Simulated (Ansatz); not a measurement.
**C8H18: one species, many methods**

How much do the methods differ for C8H18? The plan is to run it at one geometry with functionals of several rungs and with coupled cluster. The yardstick is the atomisation energy at the CCSD(T) limit.

Method: functionals in def2-TZVPP, the program's frozen cores in correlated methods; program: Ansatz 0.2.0, Gaussian basis.

The runs, in order: PBE-D4, r2SCAN-D4, PBE0-D4, B3LYP-D4, ωB97X-V, ωB97M-V, B2PLYP; CCSD(T)/def2-TZVPP; MP2/def2-QZVPP; extrapolation to the limit.

### 1 The relaxed structure

An earlier PBE0-D4 in a triple-zeta def2 set relaxation fixed the geometry.

SMILES `CCCCC(C)(C)C`, 26 atoms, charge 0, spin multiplicity 1.

Atoms are counted from 1 here; the program's logs count them from 0.

Bond lengths: C1–C2 1.520 Å, C1–H9 1.092 Å, C1–H10 1.092 Å, C1–H11 1.094 Å, C2–C3 1.525 Å, C2–H12 1.097 Å, C2–H13 1.095 Å, C3–C4 1.521 Å, C3–H14 1.096 Å, C3–H15 1.095 Å, C4–C5 1.536 Å, C4–H16 1.098 Å, C4–H17 1.096 Å, C5–C6 1.527 Å, C5–C7 1.527 Å, C5–C8 1.527 Å, C6–H18 1.094 Å, C6–H19 1.094 Å and more. Angles: C2–C1–H9 111.2°, C2–C1–H10 111.9°, C2–C1–H11 110.9°, H9–C1–H10 107.4°, H9–C1–H11 107.6°, H10–C1–H11 107.6°, C1–C2–C3 114.2°, C1–C2–H12 109.5°, C1–C2–H13 109.0°, C3–C2–H12 109.1°, C3–C2–H13 108.7°, H12–C2–H13 106.0°, C2–C3–C4 113.5°, C2–C3–H14 108.7°, C2–C3–H15 108.5°, C4–C3–H14 110.0°, C4–C3–H15 109.6°, H14–C3–H15 106.3° and more.

### 2 PBE-D4 (GGA)

in.yaml reads:

```yaml
crystal:
  periodic: [false, false, false]
  atoms:
    - {symbol: C, position_ang: [1.534025, 2.844655, 0.328756]}
    - {symbol: C, position_ang: [2.094788, 1.536538, -0.206230]}
    - {symbol: C, position_ang: [1.297487, 0.302341, 0.200809]}
    - {symbol: C, position_ang: [-0.108336, 0.270854, -0.378723]}
    - {symbol: C, position_ang: [-0.947650, -0.982292, -0.087658]}
    - {symbol: C, position_ang: [-2.315625, -0.791482, -0.738058]}
    - {symbol: C, position_ang: [-1.136974, -1.169525, 1.415549]}
    - {symbol: C, position_ang: [-0.292196, -2.227966, -0.678746]}
    - {symbol: H, position_ang: [2.178280, 3.687051, 0.066418]}
    - {symbol: H, position_ang: [0.540390, 3.057081, -0.072026]}
    - {symbol: H, position_ang: [1.451374, 2.817484, 1.419559]}
    - {symbol: H, position_ang: [2.151958, 1.582671, -1.300355]}
    - {symbol: H, position_ang: [3.125300, 1.420422, 0.145536]}
    - {symbol: H, position_ang: [1.252604, 0.257056, 1.294979]}
    - {symbol: H, position_ang: [1.847268, -0.587642, -0.121216]}
    - {symbol: H, position_ang: [-0.040778, 0.389934, -1.468384]}
    - {symbol: H, position_ang: [-0.670386, 1.138626, -0.015036]}
    - {symbol: H, position_ang: [-2.957576, -1.659867, -0.564835]}
    - {symbol: H, position_ang: [-2.220558, -0.654527, -1.819194]}
    - {symbol: H, position_ang: [-2.823817, 0.088140, -0.332378]}
    - {symbol: H, position_ang: [-1.580827, -0.278370, 1.869307]}
    - {symbol: H, position_ang: [-1.802401, -2.013706, 1.617094]}
    - {symbol: H, position_ang: [-0.189751, -1.369105, 1.921619]}
    - {symbol: H, position_ang: [-0.932935, -3.102762, -0.536522]}
    - {symbol: H, position_ang: [-0.122310, -2.109749, -1.753060]}
    - {symbol: H, position_ang: [0.668649, -2.445851, -0.207208]}
basis:
  gaussian: {orbitals: def2-TZVPP}
hamiltonian: {xc: pbe, dispersion: d4}
output: {forces: true, orbitals: {seedname: orbitals}}
```

The run is started by

```console
> ansatz run in.yaml --threads 4 --pin off --events-out ev --progress --plain --max-ram 41984MiB --backend cuda --devices 0, --max-vram 37GiB
```

The runs that follow: r2SCAN-D4 (meta-GGA); PBE0-D4 (hybrid); B3LYP-D4 (hybrid); ωB97X-V (range-separated); ωB97M-V (range-separated); B2PLYP (double hybrid); CCSD(T) in def2-TZVPP; MP2 in def2-QZVPP.

**Question.** What will the summary of the whole plan be? Wanted: atomisation energy, CCSD(T)/CBS; farthest; mean size of error, hybrid; mean size of error, range-separated; gap, smallest and largest; T1 diagnostic; triples share of the correlation energy.

**Answer**, as computed:

```
                               quantity                                  value
        atomisation energy, CCSD(T)/CBS                         10380.5 kJ/mol
 functionals within 51.9 kJ/mol (0.5 %)  r2SCAN-D4, B3LYP-D4, ωB97X-V, ωB97M-V
                               farthest                 PBE-D4 (+162.4 kJ/mol)
             mean size of error, hybrid                            37.1 kJ/mol
    mean size of error, range-separated                            17.8 kJ/mol
              gap, smallest and largest   7.41 eV (PBE-D4), 13.71 eV (ωB97X-V)
                          T1 diagnostic                                 0.0086
triples share of the correlation energy                                  3.8 %
```

**Reading.** PBE-D4 misses by +162.4 kJ/mol. Double hybrids carry the basis error of their MP2 part in triple zeta, and no dispersion term here, so their miss is partly the set-up's. Misses under about 51.9 kJ/mol are within the doubt on the reference itself, which lacks core-valence correlation, relativity and higher excitations. Hartree-Fock recovers 76 % of the binding; the rest is correlation. Orbital gaps span 7.4 to 13.7 eV; exact exchange widens them.
